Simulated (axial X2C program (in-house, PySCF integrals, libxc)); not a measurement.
**A two-component session on Na₂⁺: properties at the nuclei**

Wanted for Na₂⁺: properties at the nuclei, at the two-component level.

The runs use an in-house X2C program for linear molecules on PySCF integrals; two-component X2C with atomic mean-field terms, Na dyall-cv3z.

All values are calculated.

## Step 1: The job

task.json reads:

```json
{"zs": [11, 11], "q": 1, "bas": ["dyall-cv3z", "dyall-cv3z"], "r0": 3.1, "levels": ["PBE0", "HF", "PBE50", "r2SCAN", "BP86"], "nst": 3}
```

Keys: zs atomic numbers; q charge; bas basis sets; r0 starting distance in Å; levels methods (HF also brings MP2); nst determinants followed.

Run with:

```sh
$ python soeom.py task.json out
```

After this run come: Expectation values, lowest determinant.

What does the calculation give? Wanted: lowest determinant; A∥/gI Na; qzz Na.

The runs gave:

| quantity | value |
| --- | --- |
| lowest determinant | Ω = 1/2 (excess of +ω over −ω: ω = 1/2) |
| A∥/gI Na (MHz), PBE0 | 328 |
| qzz Na (a.u.), PBE0 | -0.05 |

The expectation values come from single determinants, which for open shells can mix terms of unlike spin or miss the lowest Ω, so a determinant need not be a state. A∥ is the parallel hyperfine constant, which follows by multiplying with the nuclear g factor gI = μI/(I μN); qzz is the electric field gradient, eQq0 = 234.96 MHz × Q/barn × qzz. The operators were transformed with the bare-nucleus X2C matrices.
